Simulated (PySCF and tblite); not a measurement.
C4H7FO, numbered as in [F:1][CH2:2][CH:3]1[CH2:4][O:5][CH2:6]1.

Conformers came from 60 starts (ETKDG and KDG, MMFF94s, GFN2-xTB); geometries are GFN2-xTB. Free energies are PBE0-D3(BJ)/pcSseg-1 (IEF-PCM, dimethylsulfoxide) single points with GFN2-xTB rigid-rotor and vibrational terms (modes under about 100 cm⁻¹ blended into free rotors). Symmetry numbers and mirror images are counted. Conformers within 1.5 kcal/mol (GFN2-xTB free energy) were kept, 10 at most. Couplings: B3LYP/6-31G* with pcJ-1 on H, F (gas phase; spin-dipole term only for pairs with B, N, F, Si or P). Couplings are for ¹⁹F, ¹H. H–H couplings come out 0.1 to 0.9 Hz lower than with pcJ-1 on all atoms. Of two unlike H on one atom, a is the less shielded (PBE0/pcSseg-1 (IEF-PCM, dimethylsulfoxide)). (PySCF 2.14, tblite 0.8.)

Torsions listed: F1–C2–C3–C4. The 4-ring runs over atoms 3–4–5–6. Of a mirror pair one member is shown.

| conformer | shape | weight % |
| --- | --- | --- |
| 1 | 4-ring flat; 49° | 65.5 |
| 2 | 4-ring flat; 176° | 34.5 |

(1) Give the couplings in each conformer and the averages at 298.15 K (pairs that fast motion interchanges averaged).

Computed couplings to fluorine can be off by tens of per cent at such levels.

## Answers

(1) 
| coupling | pairs | 1 | 2 | average (Hz) |
| --- | --- | --- | --- | --- |
| ²J(F1,H2) | 2 | 54.6 | 53.1 | 54.1 |
| ³J(F1,H3) | 1 | 32.1 | 13.7 | 25.7 |
| ²J(H2,H2) | 1 | -10.4 | -9.3 | -10.0 |
| ³J(H2,H3) | 2 | 1.8 | 7.2 | 3.7 |
| ³J(H3,H4a) | 2 | 9.6 | 8.7 | 9.3 |
| ³J(H3,H4b) | 2 | 7.4 | 5.0 | 6.6 |
| ²J(H4a,H4b) | 2 | -6.2 | -7.0 | -6.5 |


Conformer gaps in pcSseg-1 on xTB geometries can be 2 kcal/mol off for S=O, P=O and other polar bonds.